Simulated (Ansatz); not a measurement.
Geometry optimisation, Ansatz 0.2.0, RKS PBE-D4/STO-3G.

The input (input.yaml):

```yaml
crystal:
  periodic: [false, false, false]
  atoms:
    - { symbol: Si, position_ang: [0.0, 0.0, 0.0] }
    - { symbol: F, position_ang: [0.0, 0.0, 1.59] }
    - { symbol: H, position_ang: [1.3768, 0.0, -0.4862] }
    - { symbol: F, position_ang: [-0.7489, 1.2974, -0.5295] }
    - { symbol: H, position_ang: [-0.6877, -1.1914, -0.4862] }
basis:
  gaussian: { orbitals: STO-3G }
hamiltonian:
  xc: pbe
  dispersion: d4
relax:
  f_tol: 0.02
  max_steps: 40
```

Launched with:

```bash
$ ansatz run input.yaml --threads 1 --pin off --max-ram 2048MiB --backend cpu --events-out ev --progress --plain --runs-dir out
```

Problem. Where does it end, and by what steps?

Solution. It converged. Limits of this set-up: minimal basis. After 3 steps the energy has fallen by 0.148 eV; F4 moved furthest, 0.05 Å.

```json
{"step": "0", "energy less start (eV)": "0.0000", "largest force component (eV/Å)": "2.318", "accepted": "yes"}
{"step": "1", "energy less start (eV)": "-0.0990", "largest force component (eV/Å)": "1.265", "accepted": "yes"}
{"step": "2", "energy less start (eV)": "-0.1470", "largest force component (eV/Å)": "0.130", "accepted": "yes"}
{"step": "3", "energy less start (eV)": "-0.1479", "largest force component (eV/Å)": "0.009", "accepted": "yes"}
```

```xyz
5
Properties=species:S:1:pos:R:3
Si 0.011 -0.019 -0.015
F -0.009 0.015 1.637
H 1.398 -0.014 -0.502
F -0.774 1.342 -0.529
H -0.686 -1.217 -0.503
```

The run took 2.1 s on 1 thread of Intel(R) Xeon(R) Platinum 8488C (Sapphire Rapids) (shared host), peak memory 0.11 GiB.
